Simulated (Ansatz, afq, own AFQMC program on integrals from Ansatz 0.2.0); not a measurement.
**B$_{2}$H$_{2}$, triplet → B$_{2}$H$_{2}$, quintet**

```xyz
4

B     0.0000    0.0000    0.6756
B     0.0000    0.0000   -0.9095
H     0.0000    1.0479    1.2540
H     0.0000   -1.0479    1.2540
```

Connectivity, by distances: BH2–B.

E(quintet, charge +0) − E(triplet, charge +0) at this geometry, on UHF and UHF determinants.

Basis cc-pVTZ. Only valence electrons are correlated. AFQMC by an in-house program on the Cholesky factors that Ansatz 0.2.0 writes for its CCSD(T) run. ph-AFQMC/CISD is guided by a CISD state made of CCSD amplitudes; releasing the constraint for a short imaginary time cuts its bias at the price of noise, slowly where states lie close. Uncertainties: one standard error, sampling alone. The errors of all members are added in quadrature.

No full CI on the walks' own integrals is used here; CCSDT(Q) serves as the reference and is uncertain by about the last step of the cluster series. Each member takes its own surest rung, up to full CI.

Errors are counted within cc-pVTZ, not against nature.

Cautions: B₂H₂ (triplet): lower spins were not checked, the ph-AFQMC/HF walk drifts between its halves (2.4 errors); B₂H₂ (quintet): another spin lies lower, the released energies move by 1.5 errors or more from one time to the next, so no released level is given (meV from the phaseless value at times in 1/Eh: -10 ± 4 at 0.24, -14 ± 4 at 0.51, -9 ± 8 at 0.99, -8 ± 5 at 1.62, -18 ± 4 at 2.40), though the last usable value meets CCSDT(Q) within the noise; the upper state may be diffuse, so the gap hangs on the basis.

Reference (CCSDT(Q)): 116.3 kcal/mol.

```tsv
level	vertical spin gap (kcal/mol)	error against CCSDT(Q) (kcal/mol)
HF	95.4	-20.9
MP2	113.6	-2.7
CCSD	115.0	-1.3
CCSD(T)	116.2	-0.2
CCSDT	116.3	-0.1
ph-AFQMC/CISD	116.4 ± 0.1	0.1 ± 0.1
```

Correlation beyond CCSD(T) adds 0.2 kcal/mol. The perturbative (T) step is worth +1.1 kcal/mol.

A walk keeps the symmetry of its determinant, which the program's search chose and which needn't be the lowest solution, so a lower state of the same spin and another symmetry isn't excluded.
